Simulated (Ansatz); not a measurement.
The reference is Cu in the fcc (Cu type) structure (space group Fm-3m, No. 225; a = 3.6297 Å).

Levels (all Ansatz, a quantum-chemistry and plane-wave program, PAW): PBE (420 eV, scalar-relativistic without spin-orbit coupling); r2SCAN (500 eV, no spin-orbit coupling).

Levels that relaxed their own cell: PBE and r2SCAN.

```
level   lattice parameter a
------  -------------------
PBE                 3.630 Å
r2SCAN              3.577 Å
```

Measured: lattice parameter a 3.595 Å (static lattice; corrected from measurement; as listed in Gábor I. Csonka et al., Physical Review B (2009)).

Computed minus measured — lattice parameter a: PBE +1.0 %, r2SCAN -0.5 % (closest: r2SCAN).

Stability against distortions was not tested. All final runs are without spin polarisation.
